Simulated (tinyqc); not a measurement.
Worked calculation: CIS on RHF in the sto-3g basis, frozen core, for H2O, spin multiplicity 1. One step of it, computed by the program tinyqc.

Problem. CIS triplet states. Diagonalise A (1 hartree = 27.211386 eV); each vector has its largest component positive (the first on a tie).

CIS matrix A, triplet (hartree):
```
           2>6        2>7        3>6        3>7        4>6        4>7       5>6       5>7
2>6   1.053458  -0.004038   0.041031  -0.067863  -0.041902  -0.012238  0.000000  0.000000
2>7  -0.004038   1.144103  -0.067863  -0.048310  -0.012238   0.015807  0.000000  0.000000
3>6   0.041031  -0.067863   0.425664  -0.001253   0.034629  -0.051582  0.000000  0.000000
3>7  -0.067863  -0.048310  -0.001253   0.495063  -0.051582  -0.038990  0.000000  0.000000
4>6  -0.041902  -0.012238   0.034629  -0.051582   0.325207   0.018443  0.000000  0.000000
4>7  -0.012238   0.015807  -0.051582  -0.038990   0.018443   0.429458  0.000000  0.000000
5>6   0.000000   0.000000   0.000000   0.000000   0.000000   0.000000  0.253885  0.003663
5>7   0.000000   0.000000   0.000000   0.000000   0.000000   0.000000  0.003663  0.338755
```

Give: triplet excitation energies; lowest vectors.

Solution.

triplet excitation energies (eV): 6.904  7.960  9.222  10.141  12.648  14.209  29.003  31.427

lowest vectors:
```
     state 1  state 2  state 3  state 4  state 5  state 6
2>6    0.000    0.084    0.000    0.030   -0.081    0.068
2>7    0.000    0.003    0.000    0.064    0.067    0.084
3>6    0.000   -0.323    0.000    0.575    0.735    0.110
3>7    0.000    0.223    0.000    0.368   -0.316    0.835
4>6    0.000    0.900    0.000    0.243    0.246   -0.262
4>7    0.000   -0.172    0.000    0.685   -0.537   -0.459
5>6    0.999    0.000    0.043    0.000    0.000    0.000
5>7   -0.043    0.000    0.999    0.000    0.000    0.000
```
